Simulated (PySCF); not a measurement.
**Excitation energies in several basis sets**

Compound: ethanimine, C₂H₅N.
SMILES: `[H]/N=C\C`

TDDFT with PBE0 (PySCF), vertical singlets, core orbitals frozen in the response, spherical d and f functions. Isolated species at its PBE0-D3(BJ)/def2-SVP geometry, gas phase.

Q: How do the low singlets change with the basis? Take 6-31+G*, aug-cc-pVDZ, def2-TZVPD and aug-cc-pVTZ.

A: 

```
      basis  functions  diffuse  S1 (eV)  S2 (eV)  S3 (eV)  S4 (eV)  S5 (eV)  LUMO (eV)  α (au)
    6-31+G*         64      yes     5.54     6.92     7.51     7.72     8.14      -0.04    32.0
aug-cc-pVDZ        114      yes     5.44     6.54     7.03     7.35     7.56      -0.14    35.6
 def2-TZVPD        156      yes     5.44     6.88     7.57     7.82     8.09      -0.12    35.4
aug-cc-pVTZ        253      yes     5.43     6.54     7.01     7.31     7.49      -0.16    35.8
```

Against aug-cc-pVTZ the other sets differ by up to 0.11 eV in S1, 0.39 eV in S2, 0.56 eV in S3, 0.50 eV in S4, 0.65 eV in S5. Against aug-cc-pVTZ the polarisability deviates by -11% in 6-31+G*, 0% in aug-cc-pVDZ, -1% in def2-TZVPD. A single + in a Pople set puts diffuse functions on heavy atoms only.
